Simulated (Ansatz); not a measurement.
Input for Ansatz (development build ahead of 0.2.0):

```yaml
crystal:
  periodic: [false, false, false]
  atoms:
    - { symbol: C, position_ang: [0.0, 0.0, 0.6754] }
    - { symbol: C, position_ang: [0.0, 0.0, -0.6754] }
    - { symbol: Cl, position_ang: [0.0, 1.4489, 1.5897] }
    - { symbol: Cl, position_ang: [0.0, -1.4489, 1.5897] }
    - { symbol: Cl, position_ang: [0.0, -1.4489, -1.5897] }
    - { symbol: Cl, position_ang: [0.0, 1.4489, -1.5897] }
basis:
  gaussian: { orbitals: pcseg-2 }
hamiltonian:
  xc: pbe0
```

The input is written out in the form of the current development build from the run's settings.

Results

```yaml
Converged: yes
Total_energy: -1916.39405 hartree
Spin_squared_of_the_determinant: 0.000
Stability_test: minimum among restricted orbitals
```
